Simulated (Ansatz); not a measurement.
# ClH3NSi: the cost of one run

Computed with Ansatz 0.2.0 through its Python package. Level of theory: PBE/cc-pVDZ.

## Step 1: The structure

Bond lengths: N1–Si2 1.654 Å, Si2–Cl3 2.026 Å, N1–H4 1.079 Å, N1–H5 1.015 Å, Si2–H6 1.494 Å. Angles: N1–Si2–Cl3 103.7°, N1–Si2–H6 105.8°, Cl3–Si2–H6 106.9°, Si2–N1–H4 108.5°, Si2–N1–H5 113.5°, H4–N1–H5 105.2°.

The script holds or builds the structure itself.

## Step 2: The script

run_scan.py

```python
# -*- coding: utf-8 -*-
'''Potential curve of ClH3NSi along one bond.'''

import ansatz as az
import numpy as np


def main():
    system = (
        az.Crystal.molecule()
        .atom('N', (-0.8134, 0.2252, -0.4866))
        .atom('Si', (-0.0527, -0.3221, 0.8757))
        .atom('Cl', (1.5246, -1.3709, 0.1573))
        .atom('H', (-0.2048, 0.9959, -0.9327))
        .atom('H', (-0.9137, -0.4838, -1.2059))
        .atom('H', (0.502, 0.8918, 1.546))
    )

    symbols = [site.symbol for site in system.cartesian_sites]
    start = np.array([site.position_ang for site in system.cartesian_sites])
    axis = (start[3] - start[0]) / np.linalg.norm(start[3] - start[0])
    moving = [3]
    lengths, energies = [0.949, 0.992, 1.035, 1.079, 1.122, 1.165, 1.208, 1.273], []
    for length in lengths:
        xyz = start.copy()
        xyz[moving] += (length - np.linalg.norm(start[3] - start[0])) * axis
        point = az.Crystal.molecule()
        for symbol, place in zip(symbols, xyz):
            point = point.atom(symbol, place.tolist())
        model = point.calculation().basis(gaussian='cc-pVDZ').functional('pbe').spin('collinear', total=1)
        summary = model.run().report
        energies.append(summary['free_energy_ev'])
        print(f'r = {length:6.3f} A  E = {energies[-1]:.5f} eV  <S^2> = {abs(summary["mean_field"]["state"]["spin_squared"]):.3f}')

    # quartic fit about the minimum
    fit = np.polynomial.Polynomial.fit(lengths, np.array(energies) - min(energies), 4).convert()
    roots = [r.real for r in fit.deriv().roots() if abs(r.imag) < 1e-9 and fit.deriv(2)(r.real) > 0]
    r_e = min(roots, key=lambda r: abs(r - lengths[int(np.argmin(energies))]))
    print(f'minimum of the fit at {r_e:.4f} A, force constant {fit.deriv(2)(r_e):.2f} eV/A^2')


if __name__ == '__main__':
    main()
```

## Step 3: The input behind the calls

The package turns the script's settings into the engine's input (first run):

```yaml
crystal:
  periodic: [false, false, false]
  atoms:
    - { symbol: "N", position_ang: [-0.8134, 0.2252, -0.4866] }
    - { symbol: Si, position_ang: [-0.0527, -0.3221, 0.8757] }
    - { symbol: Cl, position_ang: [1.5246, -1.3709, 0.1573] }
    - { symbol: H, position_ang: [-0.2779267249510241, 0.9032960451532135, -0.8790985672023466] }
    - { symbol: H, position_ang: [-0.9137, -0.4838, -1.2059] }
    - { symbol: H, position_ang: [0.502, 0.8918, 1.546] }
basis:
  gaussian:
    orbitals: cc-pVDZ
hamiltonian:
  xc: pbe
magnetization:
  spin_polarized: true
  initial_magnetization: 1.0
```

## Step 4: Launch

The run is started by

```
$ python run_scan.py
```

**Question.** How long does this script take on 1 thread of Arm Neoverse V1, shared host, and how much memory does it need?

About 18 s, with a peak of 0.19 GiB.
